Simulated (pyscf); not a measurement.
Structures and frequencies: ωB97X-D3(BJ)/def2-SVP in PySCF.

**Question.** Estimate the classical barrier height and the reaction energy of B–Cl (SMILES [B]Cl) [singlet] + H₂O (SMILES O) -> HO–BH–Cl (SMILES OBCl) at r²SCAN/def2-TZVP. The step runs on the singlet surface, breaks H–O and forms B–O, B–H; take the separated reactants as zero.

**Answer.** ΔE‡ = 0.19 eV, ΔE = -4.56 eV. CCSD(T)/def2-TZVPP + ΔMP2(QZVPP) gives 0.68 eV and -4.11 eV. Zero-point energy shifts the barrier by -0.02 eV. It is an insertion, with an imaginary mode of 1401i cm⁻¹. The reactants may also form a dative adduct at B–Cl [singlet]; it and routes through it were not searched. This is the saddle that the search found; another between the same sides may lie lower. The CCSD(T) − MP2 part came from Ansatz, without density fitting, on the same reference.
